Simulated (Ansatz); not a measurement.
## CsBaPd₄: from a trial structure to a relaxed crystal

Method: DFT PBE, scalar-relativistic, plane waves, PAW (Ansatz 0.2.0). Cutoff 420 eV, Γ-centred k mesh, Gaussian smearing, no spin polarisation in the final step.

The start puts CsBaPd₄ on the sites of a reported HoCdCu4 cell (F-43m, No. 216), with Cs in place of Ho, Ba in place of Cd, Pd in place of Cu, at a guessed volume.

```
CELL_PARAMETERS angstrom
0.00000 4.02917 4.02917
4.02917 0.00000 4.02917
4.02917 4.02917 0.00000
ATOMIC_POSITIONS crystal
Cs 0.25000 0.25000 0.25000
Ba 0.00000 0.00000 0.00000
Pd 0.62577 0.12269 0.62577
Pd 0.62577 0.62577 0.12269
Pd 0.62577 0.62577 0.62577
Pd 0.12269 0.62577 0.62577
```

Cell and atoms relax at zero pressure; the relaxation can't lower the symmetry of the start.

Formation energies are uncorrected and refer to the elements' standard structures at the same level.

Problem. Describe the relaxed structure.

Solution. It keeps F-43m (No. 216). Conventional cell: a = 8.140 Å. Cs is coordinated by 12 Pd at 3.38 Å and 4 Ba at 3.52 Å; around Ba lie 12 Pd at 3.37 Å and 4 Cs at 3.52 Å; Pd has 6 Pd at 2.87–2.89 Å, 3 Ba at 3.37 Å and 3 Cs at 3.38 Å.

```xyz
6
Lattice="0.0000 4.0701 4.0701 4.0701 0.0000 4.0701 4.0701 4.0701 0.0000" Properties=species:S:1:pos:R:3 pbc="T T T"
Cs    6.1051    6.1051    6.1051
Ba    0.0000    0.0000    0.0000
Pd    3.0491    5.0911    5.0911
Pd    3.0491    3.0491    3.0491
Pd    5.0911    3.0491    5.0911
Pd    5.0911    5.0911    3.0491
```

Problem. What are its volume, energy, density and gap?

Solution. The volume per atom is 22.47 Å³, the density is 8.57 g/cm³ and the energy over the elements is -0.26 eV/atom. The gap on the 8×8×8 mesh is 0 eV (a metal).

The final run used a 8×8×8 mesh on its 6-atom cell and 0.10 eV smearing. For metals, differences of a few meV/atom aren't resolved. A structure relaxed within its symmetry needn't be a true minimum.

Cost: 2 runs of about 1.9 core-minutes in all, on Arm Neoverse V1 (shared hosts).